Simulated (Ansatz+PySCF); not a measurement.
The numbers below are computed, except where a source is named.
## PySCF 2.14.0 run

```python
from pyscf import gto, scf, cc

mol = gto.M(atom="""
Li 0.000000 0.000000 0.000000
F 0.000000 0.000000 3.500000
""", basis='6-31g', charge=0, spin=0)
mf = scf.UHF(mol)
mf.kernel()
mycc = cc.CCSD(mf, frozen=2).run()
et = mycc.ccsd_t()
print(mf.e_tot, mycc.e_corr, et, mycc.e_tot + et)
```

The script is written out from the run's settings.

Output:

| Property | Result |
| --- | --- |
| Converged | yes |
| Reference energy | -106.75830 hartree |
| CCSD correlation energy | -0.14077 hartree |
| Triples correction | -0.00753 hartree |
| Total energy | -106.90660 hartree |
| Spin squared of the determinant | 0.000 |

The reference isn't the lowest determinant (another lies 0.95 eV lower), but the same method gives a higher total on the lower determinant. Caution: large amplitudes, a single reference is doubtful.
